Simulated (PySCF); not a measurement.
## NaH at RHF

Computed with RHF; PySCF, no relativity, basis sets Na def2-SVPD, H def2-SVPD.

```json
{
  "state": "¹Σ⁺ (singlet), closed shell",
  "bond length": "1.918 Å",
  "harmonic wavenumber": "1174 cm⁻¹",
  "force constant": "0.784 mdyn/Å",
  "rotational constant Be": "4.745 cm⁻¹",
  "anharmonicity ωexe": "15.9 cm⁻¹",
  "vibration–rotation constant αe": "0.117 cm⁻¹",
  "well depth De to Na + H": "0.90 eV",
  "dissociation energy D0": "0.83 eV",
  "HOMO–LUMO gap": "7.29 eV",
  "bond order (Mayer)": "0.79",
  "dipole moment (positive dipole means Na(−)H(+))": "-7.10 D"
}
```

Where the molecule has an RHF reference, its open-shell atoms are computed with UHF. Hartree–Fock leaves out correlation, which carries a large part of most bond energies and some tenths to 1 eV of ionisation energies.
